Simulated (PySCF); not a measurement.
Gas-phase reaction: 4 BCl2OH = B(OH)3 + B2O + BHCl2 + 3 Cl2

Computed with PySCF and rigid-rotor harmonic-oscillator thermochemistry at 1 bar. † marks an energy on the PBE0/def2-TZVP geometry and frequencies; other levels use their own. CCSD(T) freezes the core. 6-31G* has spherical d functions here. All species are closed-shell singlets. B3LYP is the form with VWN-RPA correlation. BCl2OH: computed as isolated molecules; such fragments, hydroxides, amides, oligomers or adducts are transient or little studied in the gas. CCSD(T) isn't extrapolated to the basis-set limit. Strong static correlation: B2O.

```csv
level,"ΔH°(298 K), kJ"
B3LYP/6-31G*,___
BLYP/def2-TZVP†,___
CCSD(T)/def2-TZVPP†,1374
PBE0/def2-QZVP†,1406
PBE0/def2-SVP†,___
r2SCAN/def2-TZVP†,___
ωB97M-V/def2-TZVP†,1375
ωB97X-V/def2-TZVP†,1397
```

Q: What belongs in the gaps?

A: 
- B3LYP/6-31G*, ΔH°(298 K), kJ: 1404
- BLYP/def2-TZVP†, ΔH°(298 K), kJ: 1290
- PBE0/def2-SVP†, ΔH°(298 K), kJ: 1545
- r2SCAN/def2-TZVP†, ΔH°(298 K), kJ: 1448
